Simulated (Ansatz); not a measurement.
We consider fluorite CdF2, described by PBE0 (PAW; Ansatz, a first-principles code).

Settings: plane-wave cutoff 460 eV, 8×8×8 k mesh, Fermi–Dirac smearing 0.01 eV, scalar-relativistic PAW data made under PBE.

Equation-of-state points:

| V (Å³/atom) | E − E_lowest (meV/atom) | P (GPa) |
|---|---|---|
| 12.553 | 11.59 | 6.13 |
| 12.883 | 2.39 | 2.87 |
| 13.070 | 0.00 | 1.22 |
| 13.544 | 1.92 | -2.40 |
| 13.874 | 9.10 | -4.52 |

Question: Fit the third-order Birch–Murnaghan equation and give B0 and B′.

Answer: V0 = 13.220 Å³/atom, B0 = 105 GPa, B′ = 4.7 (fit to the energies at full precision).

The computed numbers hold no vibrational or temperature effects.
